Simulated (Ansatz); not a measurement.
**doublet BH2Cl+ at 3 levels**

Wanted: a comparison of 3 runs (UB3LYP/6-31G*, U-wB97X/def2-TZVP, UB2PLYP/def2-TZVP) of doublet BH2Cl+. 

Program for the calculation: Ansatz 0.2.0.

44 further runs of the same task are left out: 44 set aside as unsound or not needed.

### Step 1. The molecule

BH2Cl+ has 4 atoms, charge +1, and is taken as a doublet. As SMILES of the parent species, `BCl`. The shape is that of a PBE0-D4/def2-TZVP optimisation. That shape belongs to the parent species and isn't relaxed for this state.

Bond lengths: B1–Cl2 1.733 Å, B1–H3 1.190 Å, B1–H4 1.190 Å. Angles: Cl2–B1–H3 118.1°, Cl2–B1–H4 118.1°, H3–B1–H4 123.7°.

### Step 2. The energy at UB3LYP/6-31G(d) (spherical functions) (run 1)

Contents of input.yaml:

```yaml
crystal:
  periodic: [false, false, false]
  atoms:
    - {symbol: B, position_ang: [-0.116700, 0.021700, -0.075300]}
    - {symbol: Cl, position_ang: [1.365000, -0.395300, 0.721200]}
    - {symbol: H, position_ang: [-1.106200, -0.559500, 0.240400]}
    - {symbol: H, position_ang: [-0.086600, 0.872800, -0.906600]}
basis:
  gaussian: {orbitals: 6-31G_st_-spherical.json}
total_charge: 1
magnetization: {spin_polarized: true, initial_magnetization: 1}
hamiltonian: {xc: {name: B3LYP}}
accuracy: high
output: {orbitals: {seedname: orbitals}}
```

The basis set 6-31G* is read from a file made from the Basis Set Exchange's data (not shown).

Launch:

```sh
$ ansatz run input.yaml --threads 1 --pin off --max-ram 3480MiB --events-out events.jsonl --progress --plain --runs-dir runs
```

The program printed:

```text
Warning: RAYON_NUM_THREADS=1 ignored (pool sized by the plan → 1); use --threads N
Functional definition: B3LYP
  name "B3LYP"
  parameter a0 = 0.2
  parameter ax = 0.72
  parameter ac = 0.81
  exchange = (1 - a0 - ax)*slater_x + ax*b88_x + a0*exact_x
  correlation = (1 - ac)*vwn_rpa_c + ac*lyp_c
741 factors; integrals over basis functions are off by at most 3.1e-9 eV
mean field evaluation 1: about -13219.4528 eV, gradient 1.3e1 eV
mean field evaluation 2: about -13219.4553 eV, gradient 1.3e1 eV
mean field evaluation 4: about -13220.5538 eV, gradient 9.6e-1 eV
mean field evaluation 8: about -13220.6466 eV, gradient 1.8e-2 eV
mean field evaluation 16: about -13220.6467 eV, gradient 1.0e-5 eV
mean field -13220.64665140 eV, -485.8498031629 hartree, gradient 5.1e-8 eV, S^2 0.754034; 2 other end points of the search recorded, 0 dependent functions left out
reference -13220.64667863 eV, -485.8498041635 hartree; 12, 11 occupied and 24, 25 virtual orbitals, 741 factors
Total energy: -13220.64667863 eV, -485.8498041635 hartree
```

It took 2.5 s on 1 thread of Arm Neoverse V2, shared host; peak memory 0.13 GiB.

### Step 3. The energy at U-wB97X/def2-TZVP (run 2)

Contents of run.yaml:

```yaml
basis:
  gaussian: {orbitals: def2-TZVP}
crystal:
  periodic: [false, false, false]
  atoms:
    - {symbol: B, position_ang: [-0.116700, 0.021700, -0.075300]}
    - {symbol: Cl, position_ang: [1.365000, -0.395300, 0.721200]}
    - {symbol: H, position_ang: [-1.106200, -0.559500, 0.240400]}
    - {symbol: H, position_ang: [-0.086600, 0.872800, -0.906600]}
total_charge: 1
magnetization: {spin_polarized: true, initial_magnetization: 1}
hamiltonian: {xc: {name: wB97X}}
accuracy: high
output: {orbitals: {seedname: orbitals}}
```

Launch:

```sh
$ ansatz run run.yaml --threads 1 --pin off --max-ram 3480MiB --events-out events.jsonl --progress --plain --runs-dir runs
```

The program printed, shortened:

```text
Warning: RAYON_NUM_THREADS=1 ignored (pool sized by the plan → 1); use --threads N
Functional definition: wB97X
  name "wB97X"
[...]
      + exact_x_lr(omega)
[...]
      + integral(e_c_pw_opposite_spin*poly(b97_u_opposite, 1, cos1, cos2, cos3, cos4))
1294 factors; integrals over basis functions are off by at most 4.0e-9 eV
262 factors; integrals over basis functions are off by at most 1.9e-9 eV
[...]
mean field -13220.83999889 eV, -485.8569085520 hartree, gradient 6.6e-8 eV, S^2 0.756544; 2 other end points of the search recorded, 0 dependent functions left out
reference -13220.83999622 eV, -485.8569084537 hartree; 12, 11 occupied and 68, 69 virtual orbitals, 1294 factors
Total energy: -13220.83999622 eV, -485.8569084537 hartree
```

Run time: 23 s. Hardware: 1 thread of Arm Neoverse V2, shared host; peak memory 0.43 GiB.

### Step 4. The energy at UB2PLYP/def2-TZVP (run 3)

Contents of molecule.yaml:

```yaml
crystal:
  periodic: [false, false, false]
  atoms:
    - symbol: B
      position_ang: [-0.116700, 0.021700, -0.075300]
    - symbol: Cl
      position_ang: [1.365000, -0.395300, 0.721200]
    - symbol: H
      position_ang: [-1.106200, -0.559500, 0.240400]
    - symbol: H
      position_ang: [-0.086600, 0.872800, -0.906600]
basis:
  gaussian:
    orbitals: def2-TZVP
accuracy: high
total_charge: 1
hamiltonian:
  xc: {name: B2PLYP}
correlation:
  frozen_orbitals: {B: 1, Cl: 5, H: 0}
output: {orbitals: {seedname: orbitals}}
magnetization:
  spin_polarized: true
  initial_magnetization: 1
```

Launch:

```sh
$ ansatz run molecule.yaml --threads 1 --pin off --max-ram 3480MiB --events-out events.jsonl --progress --plain --runs-dir runs
```

The program printed, shortened:

```text
Warning: RAYON_NUM_THREADS=1 ignored (pool sized by the plan → 1); use --threads N
Functional definition: B2PLYP
  name "B2PLYP"
[...]
1294 factors; integrals over basis functions are off by at most 4.0e-9 eV
[...]
mean field -13214.42845666 eV, -485.6212887209 hartree, gradient 4.7e-8 eV, S^2 0.760124; 2 other end points of the search recorded, 0 dependent functions left out
6 core orbitals not correlated: weight in the atoms' cores, before any rotation towards them, 1.000 or more for the frozen orbitals, at most 0.000 for the correlated occupied ones
reference -13214.42847763 eV, -485.6212894916 hartree; 6, 5 occupied and 68, 69 virtual orbitals, 1294 factors
second order -8.72767878 eV of doubles, -0.00000000 eV of singles
Total energy: -13216.78495090 eV, -485.7078882871 hartree
```

Wall time 7.2 s (1 thread of Arm Neoverse V2, shared host); peak memory 0.22 GiB.

### Step 5. Overview of the runs

```
run                                level  frozen core orbitals  energy (Eh)  HOMO energy (eV)  LUMO energy (eV)   ⟨S²⟩  wall time
  1  UB3LYP/6-31G* (spherical functions)                     –  -485.849804            -17.36            -14.32  0.754      2.5 s
  2                    U-wB97X/def2-TZVP                     –  -485.856908            -20.00            -11.86  0.757       23 s
  3                    UB2PLYP/def2-TZVP                     6  -485.707888            -18.95            -12.50  0.760      7.2 s
```

### Step 6. Summary of results

```
                                                       quantity          value
                                            run 3: total energy  -485.70789 Eh
run 3: HOMO energy (SCF part's orbitals) (highest over α and β)      -18.95 eV
 run 3: LUMO energy (SCF part's orbitals) (lowest over α and β)      -12.50 eV
                                                    run 3: ⟨S²⟩          0.760
```

**Reading.** Totals of different functionals can't be ranked against each other. All runs together took 33 s, the longest 23 s.
